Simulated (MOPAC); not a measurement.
MOPAC input (PM7):

```
PM7 PRECISE GNORM=0.05 LET XYZ UHF MS=0.5 GEO-OK AUX(PRECISION=9) THREADS=1
C2H6N

C    -0.00717952 1   -0.17649498 1    1.18877778 1
N     0.04667122 1    0.63032333 1    0.00383616 1
C    -0.01782633 1   -0.16122431 1   -1.19083315 1
H     0.82239004 1   -0.89994531 1    1.21610482 1
H     0.04344444 1    0.44786648 1    2.08044412 1
H    -0.93390440 1   -0.76995637 1    1.22479698 1
H     0.81142397 1   -0.88421671 1   -1.23486430 1
H     0.02485300 1    0.47453211 1   -2.07483039 1
H    -0.94487047 1   -0.75422777 1   -1.22617215 1
```

**Question.** What heat of formation does the run end on?

**Answer.** 24.07 kcal/mol.
